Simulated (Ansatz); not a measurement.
CCSD(T) forces

BH₃Cl, doublet, at a displaced guess of a reacting structure.

```csv
atom,x (Å),y (Å),z (Å)
Cl1,-1.1345,-0.6506,-0.1974
B2,0.3400,0.7306,0.1938
H3,-0.4608,-2.2042,-0.1909
H4,0.4956,1.0418,1.3246
H5,0.7093,1.1831,-0.7470
```

Ansatz 0.2.0; basis: def2-TZVPP; cores frozen in the correlated methods; orbitals are unrestricted.

CCSD(T) forces from the calculation:
| atom | Fx | Fy | Fz (eV/Å) |
| --- | --- | --- | --- |
| Cl1 | 2.398 | 2.568 | 0.800 |
| B2 | -3.472 | -2.030 | 1.184 |
| H3 | 0.069 | -0.707 | -0.053 |
| H4 | 0.027 | -0.451 | 0.012 |
| H5 | 0.978 | 0.619 | -1.944 |

(1) Which atom feels the largest CCSD(T) force, and how large is it?

The T1 diagnostic stays at or below 0.044. ⟨S²⟩ of the unrestricted Hartree–Fock references: 0.76 (a pure state has 0.75). These are differences at one structure, and CCSD(T) in triple zeta is itself an approximation.

Results:

(1) B2, 4.19 eV/Å, along (-0.83, -0.48, 0.28).

Root-mean-square difference of the force components from those of CCSD(T): PBE0-D4 0.334; wB97M-V 0.183; r2SCAN-D4 0.436; PBE-D4 0.511; r2SCAN0-D4 0.263; SPW92 0.553 eV/Å.

For scale, one of the runs: CCSD(T)/def2-TZVPP forces, 115 basis functions (an equivalent command: `ansatz run in.yaml --threads 4`). The run took 28 s on 4 CPU threads (shared host), with 1.6 GiB of host memory at its peak.
